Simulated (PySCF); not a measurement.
# CF2 (SMILES F[C]F) at BP86/def2-SVP (preoptimised minimum)

We compute an optimisation with harmonic vibrations of CF2. 

Program for the calculation: PySCF 2.14.0.

1 further run of the same task is left out (set aside as unsound or not needed). Runs told in other sessions of the task aren't counted.

### Step 1. Starting point

CF2: 3 atoms, total charge 0, spin state singlet. As SMILES, `F[C]F`. The shape is that of a PBE0-D4/def2-TZVP symmetrised optimisation. The run starts from this shape.

Bond lengths: F1–C2 1.296 Å, C2–F3 1.296 Å. Angles: F1–C2–F3 104.7°.

### Step 2. An optimisation with harmonic vibrations at BP86/def2-SVP (preoptimised minimum)

Contents of job.py:

```python
# F[C]F
from pyscf import gto, dft, symm
from pyscf.hessian import thermo
from pyscf.geomopt.geometric_solver import kernel as optimise

mol = gto.Mole()
mol.atom = '''
F      0.698694     1.751591     0.578398
C      0.823471    -0.686023     0.377235
F     -1.219287    -1.317889    -0.816883
'''
mol.verbose = 3
mol.unit = 'bohr'
mol.max_memory = 1860
mol.basis = 'def2-svp'
mol.build()

mf = dft.RKS(mol)
mf.xc = 'bp86'
mf.conv_tol = 1e-10
mf.grids.level = 4
converged, mol_eq = optimise(mf, maxsteps=80)
print('converged:', converged)
print(mol_eq.tostring())

mf.reset(mol_eq)
mol = mol_eq
mf.kernel()
energy = mf.e_tot
print('Final energy', energy)
hess = mf.Hessian().kernel()
modes = thermo.harmonic_analysis(mol, hess)
thermo.dump_normal_mode(mol, modes)
symm.geom.TOLERANCE = 1e-3  # for the symmetry number
th = thermo.thermo(mf, modes['freq_au'], 298.15, 101325)
thermo.dump_thermo(mol, th)
```

The run is started by

```
OMP_NUM_THREADS=1 python job.py
```

The log of the run:

```text
<dir> SyntaxWarning: invalid escape sequence '\W'
  S = {(paw_set(r)[0], bool(re.search(r"spin_orbit\W+true|paw_fr", str((r.get("files") or {}).get("input") or "")) or re.search("(?i)spin.orbit\W+(value\W+)?(true|yes)|value\W+spin-orbit", json.dumps(r.get("inputs"), default=str)))) for r in records}

maxiter                   80
----------------------------------------------------------
Custom engine selected.
Bonds will be generated from interatomic distances less than 1.20 times sum of covalent radii
9 internal coordinates being used (instead of 9 Cartesians)
Internal coordinate system (atoms numbered from 1):
Distance 1-2
Distance 2-3
Angle 1-2-3
Translation-X 1-3
Translation-Y 1-3
Translation-Z 1-3
Rotation-A 1-3
Rotation-B 1-3
Rotation-C 1-3
> ===== Optimization Info: ====
> Job type: Energy minimization
> Maximum number of optimization cycles: 80
> Initial / maximum trust radius (Angstrom): 0.100 / 0.300
> Convergence Criteria:
> Will converge when all 5 criteria are reached:
>  |Delta-E| < 1.00e-06
>  RMS-Grad  < 3.00e-04
>  Max-Grad  < 4.50e-04
>  RMS-Disp  < 1.20e-03
>  Max-Disp  < 1.80e-03
> === End Optimization Info ===

Geometry optimization cycle 1
Cartesian coordinates (Angstrom)
 Atom        New coordinates             dX        dY        dZ
   F   0.369733   0.926902   0.306075    0.000000  0.000000 -0.000000
   C   0.435762  -0.363028   0.199624    0.000000  0.000000  0.000000
   F  -0.645219  -0.697397  -0.432276    0.000000  0.000000  0.000000
converged SCF energy = -237.513221118209
--------------- RKS_Scanner gradients ---------------
         x                y                z
0 F    -0.0005125893    -0.0180277296    -0.0022762920
1 C    -0.0141393204     0.0117824676    -0.0064768818
2 F     0.0146347676     0.0062414855     0.0087324659
----------------------------------------------
cycle 1: E = -237.513221118  dE = -237.513  norm(grad) = 0.0322572
Step    0 : Gradient = 1.862e-02/1.951e-02 (rms/max) Energy = -237.5132211182
Hessian Eigenvalues: 5.00000e-02 5.00000e-02 5.00000e-02 ... 2.50000e-01 6.83159e-01 6.83170e-01

Geometry optimization cycle 2
Cartesian coordinates (Angstrom)
 Atom        New coordinates             dX        dY        dZ
   F   0.378417   0.940901   0.312345    0.008684  0.013999  0.006270
   C   0.436103  -0.363008   0.199910    0.000341  0.000020  0.000286
   F  -0.653700  -0.711296  -0.438174   -0.008481 -0.013900 -0.005898
converged SCF energy = -237.513745915127
--------------- RKS_Scanner gradients ---------------
         x                y                z
0 F     0.0031912523    -0.0034319715     0.0013779068
1 C    -0.0070223416     0.0058444346    -0.0032170956
2 F     0.0038143878    -0.0024227172     0.0018191278
----------------------------------------------
cycle 2: E = -237.513745915  dE = -0.000524797  norm(grad) = 0.0118916
Step    1 : Displace = 1.426e-02/1.747e-02 (rms/max) Trust = 1.000e-01 (=) Grad = 6.866e-03/9.686e-03 (rms/max) E (change) = -237.5137459151 (-5.248e-04) Quality = 1.027
Hessian Eigenvalues: 4.99973e-02 5.00000e-02 5.00000e-02 ... 2.67161e-01 6.11868e-01 6.83164e-01

Geometry optimization cycle 3
Cartesian coordinates (Angstrom)
 Atom        New coordinates             dX        dY        dZ
   F   0.370673   0.940437   0.307942   -0.007744 -0.000464 -0.004403
   C   0.446301  -0.371054   0.204753    0.010198 -0.008046  0.004843
   F  -0.655409  -0.702404  -0.437718   -0.001709  0.008893  0.000456
converged SCF energy = -237.513827539313
--------------- RKS_Scanner gradients ---------------
         x                y                z
0 F    -0.0019470961     0.0012110875    -0.0009356750
1 C     0.0035482041    -0.0029648343     0.0016243480
2 F    -0.0016179696     0.0017541356    -0.0007070160
----------------------------------------------
cycle 3: E = -237.513827539  dE = -8.16242e-05  norm(grad) = 0.00602881
Step    2 : Displace = 1.085e-02/1.365e-02 (rms/max) Trust = 1.414e-01 (+) Grad = 3.481e-03/4.901e-03 (rms/max) E (change) = -237.5138275393 (-8.162e-05) Quality = 0.453
Hessian Eigenvalues: 4.99906e-02 5.00000e-02 5.00000e-02 ... 3.97507e-01 6.36911e-01 6.83165e-01

Geometry optimization cycle 4
Cartesian coordinates (Angstrom)
 Atom        New coordinates             dX        dY        dZ
   F   0.373794   0.941165   0.309705    0.003121  0.000728  0.001763
   C   0.442917  -0.368081   0.203259   -0.003385  0.002972 -0.001493
   F  -0.654860  -0.706122  -0.437684    0.000550 -0.003719  0.000034
converged SCF energy = -237.513862928708
--------------- RKS_Scanner gradients ---------------
         x                y                z
0 F     0.0000065239     0.0000294635     0.0000084909
1 C     0.0000096266    -0.0000151018     0.0000037003
2 F    -0.0000335339    -0.0000180372    -0.0000315336
----------------------------------------------
cycle 4: E = -237.513862929  dE = -3.53894e-05  norm(grad) = 6.13303e-05
Step    3 : Displace = 4.079e-03/4.850e-03 (rms/max) Trust = 1.414e-01 (=) Grad = 3.541e-05/4.944e-05 (rms/max) E (change) = -237.5138629287 (-3.539e-05) Quality = 0.998
Hessian Eigenvalues: 4.99744e-02 5.00000e-02 5.00000e-02 ... 3.94890e-01 6.41672e-01 6.83166e-01

Geometry optimization cycle 5
Cartesian coordinates (Angstrom)
 Atom        New coordinates             dX        dY        dZ
   F   0.373870   0.941258   0.309692    0.000076  0.000093 -0.000013
   C   0.443152  -0.367967   0.203483    0.000236  0.000115  0.000224
   F  -0.654621  -0.706214  -0.437282    0.000238 -0.000091  0.000402
converged SCF energy = -237.513862879496
--------------- RKS_Scanner gradients ---------------
         x                y                z
0 F    -0.0000020762    -0.0000020317     0.0000002781
1 C    -0.0000071166    -0.0000036652    -0.0000042208
2 F    -0.0000082926     0.0000018486    -0.0000153694
----------------------------------------------
cycle 5: E = -237.513862879  dE = 4.92125e-08  norm(grad) = 1.99704e-05
Step    4 : Displace = 3.420e-05/4.242e-05 (rms/max) Trust = 2.000e-01 (+) Grad = 1.153e-05/1.756e-05 (rms/max) E (change) = -237.5138628795 (+4.921e-08) Quality = -3.581
Hessian Eigenvalues: 4.99744e-02 5.00000e-02 5.00000e-02 ... 3.94890e-01 6.41672e-01 6.83166e-01
Converged! =D

converged: True
F           0.37387041        0.94125776        0.30969186
C           0.44315235       -0.36796662        0.20348326
F          -0.65462105       -0.70621369       -0.43728204
converged SCF energy = -237.513862879501
Final energy -237.51386287950123
Mode                                 0                   1                   2
Irrep
Freq [cm^-1]                      651.2128           1116.7198           1207.6246
Reduced mass [au]                  17.8492             13.7026             13.7906
Force const [Dyne/A]                4.4598             10.0679             11.8494
Char temp [K]                     936.9502           1606.7111           1737.5030
Normal mode                   x     y     z       x     y     z       x     y     z
       0   F                -0.10 -0.10 -0.06   -0.00  0.09  0.01   -0.02  0.09 -0.00
       1   C                 0.07 -0.06  0.03   -0.12 -0.19 -0.08    0.17 -0.14  0.08
       2   F                 0.05  0.14  0.04    0.08  0.02  0.05   -0.08 -0.00 -0.05
temperature 298.1500 [K]
pressure 101325.00 [Pa]
Rotational constants [GHz] 85.50551 12.28710 10.74330
Symmetry number 2
Zero-point energy (ZPE) 0.00678 [Eh]   17797.784 [J/mol]
                           tot       elec      trans        rot        vib
Entropy [J/mol/K]       241.101      0.000    157.537     81.606      1.957
Cv [J/mol/K]             30.765      0.000     12.472     12.472      5.821
Cp [J/mol/K]             39.079      0.000     20.786     12.472      5.821
Internal energy [J/mol]                      3718.434   3718.434  18253.245
Internal energy [Eh]   -237.50408  -237.51386
Enthalpy [J/mol]                             6197.391   3718.434  18253.245
Enthalpy [Eh]          -237.50313
Gibbs free energy [J/mol]                  -40772.357 -20612.456  17669.724
Gibbs free energy [Eh] -237.53051
```

It took 25 s on 1 thread of Arm Neoverse V2, shared host; peak memory 0.63 GiB.

### Step 3. Results

At BP86/def2-SVP (preoptimised minimum):

| quantity | value |
| --- | --- |
| total energy | -237.51386 Eh |
| dipole moment | 0.85 D |
| HOMO energy | -7.00 eV |
| LUMO energy | -3.50 eV |
| HOMO–LUMO gap | 3.49 eV |
| lowest harmonic wavenumber | 651 cm⁻¹ |
| highest harmonic wavenumber | 1208 cm⁻¹ |
| zero-point energy | 17.8 kJ/mol |
| ideal-gas entropy at 298.15 K (symmetry number 2 as used) | 57.6 cal/(mol K) |

In words: At the final geometry: Bond lengths: F1–C2 1.315 Å, C2–F3 1.315 Å. Angles: F1–C2–F3 104.6°. All 3 modes are real, so the shape is a minimum at this level. Mulliken charges run from -0.08 on F1 to +0.15 on C2; they depend strongly on the basis.
